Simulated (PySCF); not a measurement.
Start geometry of `ClC=C=CCl` from GFN2-xTB (Å):
```
atom  x, y, z in Å
Cl1   -2.3621   -0.8425    0.7162
C2    -1.2768    0.1629   -0.1874
C3     0.0060    0.1450   -0.0026
C4     1.2863    0.0621    0.1813
Cl5    2.2914   -1.0106   -0.7373
H6    -1.7750    0.8195   -0.8835
H7     1.8335    0.6684    0.8863
```

Question: What comes out of this run: PySCF, PBE0-D3(BJ)/def2-TZVP geometry optimisation, gas phase?

Answer: 
```
atom  x, y, z in Å
Cl1   -2.461   -0.583    0.739
C2    -1.265    0.234   -0.201
C3     0.009    0.089   -0.011
C4     1.288   -0.021    0.178
Cl5    2.261   -1.207   -0.612
H6    -1.678    0.878   -0.967
H7     1.843    0.622    0.850
```

The energy falls by 0.16 kcal/mol over 5 energy and gradient evaluations, the largest force component goes from 0.0051 to 4.0e-04 Eh/bohr, and the atoms move by 0.037 Å rms after alignment. Among the bonds, Cl1–C2 and C4–Cl5 change most and about equally (-0.007 Å). Bonds longer at the end by more than 0.005 Å: 0 of 6; shorter: 2. Rotational constants go from 12598, 1088, 1045 to 13599, 1060, 1022 MHz. The orientation of the end geometry is arbitrary; only internal coordinates are fixed.

The run used 179 basis functions and 38 SCF cycles in all. Hardware: an Arm Neoverse V2 with one thread, shared host. Cost: 29 s wall, 0.69 GiB resident at most.

Not checked by PBE0-D3(BJ)/def2-TZVP frequencies.
